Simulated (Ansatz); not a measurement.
A nudged elastic band was laid between two geometries of CH3NO (6 atoms, charge 0, multiplicity 1).

These are results of UKS PBE0/cc-pVDZ in Ansatz, not measurements.

```yaml
movable_images: 9
climbing_image: yes
spring: 5.0 eV/Å²
optimiser: quadratic models (default)
start_path: through a guess of the saddle point
force_threshold: 0.03 eV/Å
iteration_limit: 60
end_points: relaxed
```

Initial state:

```xyz
6
Properties=species:S:1:pos:R:3
N -0.985 -0.322 -0.097
C 0.208 0.079 -0.222
O 1.023 0.222 0.831
H -1.436 -0.362 -1.014
H 0.736 0.358 -1.149
H 0.496 -0.039 1.605
```

Final state:

```xyz
6
Properties=species:S:1:pos:R:3
N -0.611 -0.246 0.199
C 0.604 0.204 -0.201
O 1.539 0.426 0.535
H -1.363 -0.394 -0.458
H 0.649 0.347 -1.308
H -0.777 -0.401 1.186
```

Q: What changes between the two ends?

A: Bonds broken: O3–H6. Bonds formed: N1–H6.

Q: Give the energies along the band, and the barrier.

A: It converged. The highest image is number 5 of 0 to 10, 31.5 kcal/mol above the first end and 44.0 kcal/mol above the last; the last end lies 12.4 kcal/mol below the first. A vibrational analysis at the climbing image gives one clearly imaginary mode, 1872i cm⁻¹: a first-order saddle point. The orbitals stay closed-shell, which can raise the energy where a bond breaks towards radicals; this wasn't checked here.

| image | path coordinate (Å) | energy (kcal/mol) | O3–H6 (Å) | N1–H6 (Å) |
| --- | --- | --- | --- | --- |
| 0 | 0.00 | 0.0 | 0.97 | 2.27 |
| 1 | 0.19 | 1.3 | 0.98 | 2.09 |
| 2 | 0.39 | 5.5 | 0.99 | 1.90 |
| 3 | 0.58 | 12.9 | 1.02 | 1.70 |
| 4 | 0.77 | 24.4 | 1.13 | 1.50 |
| 5 | 0.97 | 31.5 | 1.33 | 1.33 |
| 6 | 1.17 | 23.0 | 1.55 | 1.17 |
| 7 | 1.38 | 7.2 | 1.80 | 1.06 |
| 8 | 1.58 | -4.7 | 2.06 | 1.02 |
| 9 | 1.79 | -10.7 | 2.32 | 1.01 |
| 10 | 2.00 | -12.4 | 2.54 | 1.01 |

Q: What is the geometry of the highest image?

A: 
```xyz
6
Properties=species:S:1:pos:R:3
N -0.771 -0.228 0.049
C 0.442 0.136 -0.250
O 1.128 0.195 0.826
H -1.527 -0.354 -0.619
H 0.861 0.366 -1.239
H -0.092 -0.178 1.186
```

Q: What are the harmonic wavenumbers there?

A: 1872i, 467, 881, 1034, 1110, 1163, 1221, 1478, 1685, 2166, 3178, 3603 cm⁻¹.

Run time: 3.6 min on 1 thread of Arm Neoverse V2, with other jobs on the host, peak memory 0.12 GiB.
